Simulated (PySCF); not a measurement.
Species: DPP, C₆H₄N₂O₂.
Bonds: O1–C2 (double), C2–N3, N3–C4, C4–C5 (double), C5–C6, C6–O7 (double), C6–N8, N8–C9, C9–C10 (double), C2–C10, C5–C10. Hydrogens: H11 on N3; H12 on C4; H13 on N8; H14 on C9.

Probes without a nucleus sit at each ring's centroid and 1 Å off its mean plane on both sides; NICS is minus the shielding there, NICSzz its component along the normal. Level: GIAO PBE0/pcSseg-1 (PySCF, non-relativistic, gas phase) on the PBE0-D3(BJ)/def2-SVP geometry, one conformer.

Ring bond lengths (Å), with Mayer bond orders in brackets: C2–N3 1.425 (1.00), N3–C4 1.371 (1.11), C4–C5 1.365 (1.52), C5–C10 1.439 (1.21), C10–C2 1.464 (0.99); C5–C6 1.464 (0.99), C6–N8 1.425 (1.00), N8–C9 1.371 (1.11), C9–C10 1.365 (1.52), C10–C5 1.439 (1.21).

Task: What do the NICS probes read (ppm)?

Result: 
```csv
ring,type,NICS(0),"NICS(1), two faces","NICS(1)zz, two faces",rms pucker (Å),"centre to ring atoms, mean (Å)"
C2–N3–C4–C5–C10,"5-membered ring with N; formal bonds 1 double, 4 single",-1.7,-2.0 / -2.0,-0.6 / -0.6,0.00,1.20
C5–C6–N8–C9–C10,"5-membered ring with N; formal bonds 1 double, 4 single",-1.7,-2.1 / -2.0,-0.7 / -0.6,0.00,1.20
```

Task: What can be read from them?

Result: 
- C2–N3–C4–C5–C10: mean NICS(1)zz -0.6 ppm, near zero. That is too small in size for a clear verdict by the NICS criterion, though in fused rings the probe also feels the neighbouring ring.
- C5–C6–N8–C9–C10: mean NICS(1)zz -0.6 ppm, near zero. That is too small in size for a clear verdict by the NICS criterion, though in fused rings the probe also feels the neighbouring ring.

Task: How equal are the bonds by HOMA? Use HOMA with the parameters of Krygowski (1993).

Result: 
- C2–N3–C4–C5–C10: HOMA 0.36; the largest term is that of C10–C2, α(R − Ropt)² = 1.49.
- C5–C6–N8–C9–C10: HOMA 0.36; the largest term is that of C5–C6, α(R − Ropt)² = 1.49.

Task: How shielded are the nuclei of the rings and their hydrogens (means over atoms taken as equivalent)?

Result: 
```csv
atoms,environment,σ isotropic (ppm),"principal values of the symmetric part, first atom (ppm)"
C2 (×2),amide carbonyl carbon,22.3,"-75.3, 70.7, 71.5"
N3 (×2),amide nitrogen,88.1,"18.9, 121.1, 124.3"
C4 (×2),vinylic carbon bearing nitrogen,48.6,"-33.0, 36.4, 142.4"
C5 (×2),fully substituted alkene carbon,71.9,"5.4, 69.6, 140.6"
H11 (×2),amide N–H hydrogen,25.25,"22.1, 24.0, 29.7"
H12 (×2),vinylic hydrogen,24.18,"22.4, 24.2, 25.9"
```

Task: How do the values depend on the level or the medium?

Result: 
```
                            level  NICS(0), C2–N3–C4–C5–C10  mean NICS(1)zz, C2–N3–C4–C5–C10  NICS(0), C5–C6–N8–C9–C10  mean NICS(1)zz, C5–C6–N8–C9–C10
               PBE0/pcSseg-1, gas                      -1.7                             -0.6                      -1.7                             -0.6
               WP04/pcSseg-1, gas                      -2.0                             -0.4                      -2.0                             -0.4
PBE0/pcSseg-1, IEF-PCM chloroform                      -1.5                             -0.2                      -1.5                             -0.2
  PBE0/pcSseg-1, IEF-PCM methanol                      -1.4                              0.0                      -1.4                              0.0
```

The geometry is the same throughout; the continuum's cavity takes Bondi-type radii × 1.2.
